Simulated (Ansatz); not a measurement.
O2F (SMILES [O]OF): the vertical ionisation energy from total energies

O2F has 3 atoms, charge 0, and is taken as a doublet. As SMILES, `[O]OF`. The shape is that of a GFN2-xTB optimisation.

```xyz
3

O     0.9498   -0.2926    0.4916
O     0.1247    0.4869    0.1220
F    -1.0744   -0.1943   -0.6136
```

Both states at this one shape; open shells run unrestricted unless said. 1 Eh = 27.2114 eV.

| level | program | doublet O2F (Eh) | singlet O2F+ (Eh) |
| --- | --- | --- | --- |
| UBLYP/STO-3G | Ansatz | -246.533128 | -246.220728 |
| UPBE/STO-3G | Ansatz | -246.366465 | -246.051390 |

Task: Work out the vertical ionisation energy at each level.

Result: 
1. UBLYP/STO-3G: -246.220728 − (-246.533128) = 0.312400 Eh = 8.50 eV.
2. UPBE/STO-3G: -246.051390 − (-246.366465) = 0.315075 Eh = 8.57 eV.

No measured value is set beside it here; the levels span 8.50 to 8.57 eV. Minimal sets are far from the basis-set limit.
